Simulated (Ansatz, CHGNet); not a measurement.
For diamond-structure Si, the machine-learned potential CHGNet 0.3.0 (trained on PBE and PBE+U data) gives:

| Item | Result |
|---|---|
| elastic constant C11 | 118 GPa |
| elastic constant C44 | 41.7 GPa |
| polycrystal shear modulus | 38.7 GPa |

Task: What does LC-ωPBE in Ansatz (PAW) give for the same quantities?

Result: 
- elastic constant C11: 193 GPa (increases by 64 %)
- elastic constant C44: 91.2 GPa (increases by 120 %)
- Voigt–Reuss–Hill shear modulus: 76.7 GPa (increases by 98 %)

For comparison: elastic constant C11 168 GPa (measured, low temperature, not corrected to a static lattice; as tabulated in Tanner et al. (2021), arXiv:2110.11888); elastic constant C44 80.2 GPa (measured, low temperature, not corrected to a static lattice; as tabulated in Tanner et al. (2021), arXiv:2110.11888).

Changes are worked out from the printed values.

Unless a cell is named, each level is at its own relaxed cell (CHGNet 0.3.0 20.36, LC-ωPBE 19.58 Å³/atom).

Ansatz's density-functional and Hartree–Fock values are scalar-relativistic unless marked +SOC, with PAW data made under PBE.

Ansatz is a quantum-chemistry and plane-wave program.
